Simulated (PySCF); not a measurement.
Calibrating a computed vertical ionisation energy

Computed at ωB97X-D3(BJ)/ma-def2-TZVP // PBE0-D3(BJ)/def2-SVP with PySCF (density fitting, grid level 2). The prefix ma- adds one diffuse s and one diffuse p function on all atoms but H.

| molecule | computed / eV | measured / eV |
| --- | --- | --- |
| `C#CCCl` (C3H3Cl) | 10.68 | 10.76 |
| `CCCCl` (C3H7Cl) | 11.01 | 10.88 |
| 1,1,2-trichloroethane, `ClCC(Cl)Cl` (C2H3Cl3) | 11.39 | ? |
| 1,2-dichloroethane, `ClCCCl` (C2H4Cl2) | 11.40 | 11.39 |
| `CCl` (CH3Cl) | 11.42 | 11.29 |
| chloroform, `ClC(Cl)Cl` (CHCl3) | 11.63 | 11.49 |

Task: Fit a straight line to the complete rows and predict the measured value of 1,1,2-trichloroethane, `ClCC(Cl)Cl` (C2H3Cl3).

Result: measured = 1.854 + 0.829·computed (5 points, rms 0.07 eV, correlation 0.974). At 11.39 this gives 11.30 eV; the measured value is 11.48 eV, so the fit is off by 0.18.

Measured values: NIST Chemistry WebBook, evaluated or the median of agreeing entries.

(1,1,2-trichloroethane) Structures, frequencies and single points took 12 min of wall time on 1 thread of Arm Neoverse V2 (shared host), launched as `OMP_NUM_THREADS=1 python redox_run.py task.json out`.
